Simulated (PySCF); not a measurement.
Compound: H2PS (doublet state).
Structure used (PBE0-D3(BJ)/def2-SVP), in Å, numbered top down from 1:
```
atom  x, y, z in Å
P1    -0.2280   -0.1630   -0.5868
S2     1.7522   -0.2090   -0.4878
H3    -0.7055    1.1678   -0.4043
H4    -0.7982   -0.7862    0.5616
```

The species is `[PH2]=S` [radical].

Theory: PySCF 2.14.0, UKS CAM-B3LYP, IGLO-III on P S, pcH-1 on H, non-relativistic, mean-field spin-orbit, GIAO. Geometry: PBE0-D3(BJ)/def2-SVP; no solvent, vibrations or thermal averaging.

Output of the driver script. The program numbers atoms from 0.

```
UKS, coarse grid
  cycle   1  E = -740.70374932  |g| = 2.69e-01
  cycle   2  E = -740.68482027  |g| = 3.40e-01
  cycle   3  E = -740.75069130  |g| = 2.83e-02
  cycle   4  E = -740.75149466  |g| = 1.17e-02
  cycle   5  E = -740.75185035  |g| = 6.57e-03
  cycle   6  E = -740.75196603  |g| = 3.72e-03
  cycle   7  E = -740.75201008  |g| = 1.38e-03
  cycle   8  E = -740.75201753  |g| = 4.09e-04
UKS, final grid
  cycle   1  E = -740.75201824  |g| = 2.73e-04
  cycle   2  E = -740.75201840  |g| = 2.84e-04
  cycle   3  E = -740.75201847  |g| = 1.15e-04
  cycle   4  E = -740.75201856  |g| = 4.84e-05
  cycle   5  E = -740.75201856  |g| = 1.34e-05
internal stability: stable
E = -740.75201856 Eh   <S^2> = 0.7592 (exact 0.7500)
g shifts (ppm)      1          2          3
  rmc          -217       -217       -217
  gc             -8         61         58
  oz_so        -387      23590      51599
  total        -609      23434      51443
hyperfine (MHz)  atom isotope    a_iso     a_fc   dipolar eigenvalues
    0   31P     647.35     647.35   -106.94    -98.83    205.77
    1   33S       5.92       5.92    -65.39    -62.63    128.03
    2    1H      81.30      81.30     -3.82     -1.06      4.88
    3    1H      81.25      81.25     -3.81     -1.06      4.88
```

Q: The run flagged its g tensor. What set off the flag, and which results does it touch?

A: The largest g shift is +0.051, past the limit of 0.03 at which the run flags a species of elements up to argon. The orbital-Zeeman/spin–orbit term is second order, a sum of spin–orbit matrix elements over excitation energies, so it grows and becomes less reliable as an excited state comes close; a shift of this size calls for a check with another method. The contact and dipolar couplings don't rest on that expansion, but they belong to the state that the SCF found, and a close-lying state with the spin in another orbital would have other couplings. The run left out the spin–orbit part of the hyperfine coupling.

Q: Where is the spin in this solution (atoms counted from 1)?

A: The Mulliken spin populations are largest on S2 (+0.67) and P1 (+0.25). ⟨S²⟩ = 0.7592 against the exact 0.7500, so spin contamination is small. The SMILES `[PH2]=S` draws the unpaired electron on P1, whose computed spin population is only +0.25.

Q: Average a_iso over equivalent nuclei, turn it into first-order splittings with g = 2.0023, and give the multiplets for abundant isotopes (0.05 mT or more).

A: 
```
nuclei (from 1)  isotope    I                                         position  a_iso (MHz)  |a| (mT)    splits into
             P1      31P  1/2                                   1 bond from S2        647.4     23.10    1:1 doublet
          H3/H4       1H  1/2  2 bonds from S2, on P1 of spin population +0.25         81.3      2.90  1:2:1 triplet
```
